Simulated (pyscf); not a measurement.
PySCF, gas phase, ωB97X-D3(BJ)/def2-SVP geometries.

Question: Estimate by transition-state theory the rate constant of HS–SnH₂–SnH₃ + hydrogen (H₂) → H₃Sn–SnH₃ + H₂S (singlet surface; S–Sn, H–H broken, H–Sn, H–S formed) at 900 K, with ωB97M-D3(BJ)/def2-TZVP energies (ideal gas, 1 atm, RRHO with modes under 100 cm⁻¹ raised to 100, one conformer, R ln 2 for rigid chiral ones; no tunnelling).

Answer: The electronic barrier is 51.2 kcal/mol and the thermal terms add +26.4, so ΔG‡ = 77.6 kcal/mol. With k_BT/h = 1.88e+13 s⁻¹ and RT = 1.788 kcal/mol, and a volume of 1.23e-19 cm³ per molecule at 1 atm, k = 3.3e-25 cm³ molecule⁻¹ s⁻¹. Wigner's tunnelling factor for 1598i cm⁻¹ would be 1.27. A shift of 1 kcal/mol in the barrier changes k by a factor 1.7. This is the saddle that the search found; another between the same sides may lie lower. Elements past Kr carry the def2 core potentials, without spin-orbit coupling.
